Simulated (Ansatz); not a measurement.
## How the LA phonon frequency at X of zinc-blende CdSe moves with the method

No measured value is used here.

| level (code) | value (cm⁻¹) | cell (Å³/atom) |
|---|---|---|
| LDA (Ansatz) | 144 | 27.10 |
| PBE (Ansatz) | 133 | 29.73 |
| r²SCAN (Ansatz) | (withheld) | 28.84 |

Task: Some entries are withheld; supply them.

Result: 
- r²SCAN (Ansatz, a first-principles code), value (cm⁻¹): 139

Each level is taken at its own relaxed cell. Cutoffs and k meshes differ between the levels. Ansatz's density-functional and Hartree–Fock values are scalar-relativistic unless marked +SOC, with PAW data made under PBE.
